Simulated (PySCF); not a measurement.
Input of a run (PBE0-D3(BJ)/def2-TZVP geometry optimisation, gas phase (PySCF 2.14.0)), started from GFN2-xTB:
```
{"job": {"xc": "PBE0", "basis": "def2-TZVP", "d3": "d3bj", "grid": 2, "kind": "geom"}, "charge": 0, "multiplicity": 1}
C      2.453118     0.907249     0.289085
C      1.621768    -0.053266    -0.067202
C      0.272457    -0.274469     0.536273
C     -0.838564    -0.115604    -0.506479
C     -2.215377    -0.348335     0.101995
H      2.205204     1.608356     1.069469
H      3.415893     1.034322    -0.175930
H      1.892239    -0.742563    -0.857290
H      0.109941     0.433014     1.351883
H      0.224493    -1.287047     0.948705
H     -0.790455     0.890664    -0.928745
H     -0.674251    -0.825052    -1.320733
H     -2.402972     0.363232     0.903230
H     -2.992116    -0.229627    -0.649954
H     -2.285792    -1.352884     0.513989
```

Output (energies in Eh, forces in Eh/bohr):
```
step   0  E = -196.36096011  max force = 0.009815
step   1  E = -196.36149812  max force = 0.001374
step   2  E = -196.36150391  max force = 0.000460
step   3  E = -196.36150475  max force = 0.000389
optimisation converged
```

Q: Summarise the run.

A: The energy falls by 1.4 kJ/mol over 4 energy and gradient evaluations, the largest force component goes from 0.0098 to 3.9e-04 Eh/bohr, and the atoms move by 0.034 Å rms after alignment. Among the bonds, C1–H6 and C1–H7 change most and about equally (+0.007 to +0.008 Å). Bonds longer at the end by more than 0.005 Å: 6 of 14; shorter: 1. The energy never rose by more than 1e-6 Eh on the way. The first step brought 99 % of the lowering.

Q: What are the final bond lengths?

A: C1=C2 1.326 Å, C2–C3 1.491 Å, C3–C4 1.526 Å, C4–C5 1.518 Å, C1–H6 1.086 Å, C1–H7 1.084 Å, C2–H8 1.089 Å, C3–H9 1.095 Å, C3–H10 1.098 Å, C4–H11 1.095 Å, C4–H12 1.095 Å, C5–H13 1.093 Å, C5–H14 1.092 Å, C5–H15 1.093 Å. Numbering counts from 1 in the input's order; the species is `C=CCCC` (1-pentene).

The run used 215 basis functions and 27 SCF cycles in all. Time: 37 s of wall time; peak memory 0.90 GiB. Hardware: Intel Xeon 6975P-C, one thread, shared host with 192 logical CPUs at a one-minute load of 35.

Stationary, but not proved a minimum. One conformer, not necessarily the lowest.

The values belong to the conformer `[CH2:1]=[CH:2][CH2:3][CH2:4][CH3:5]`: C1–C2–C3–C4 120°, C2–C3–C4–C5 178°.
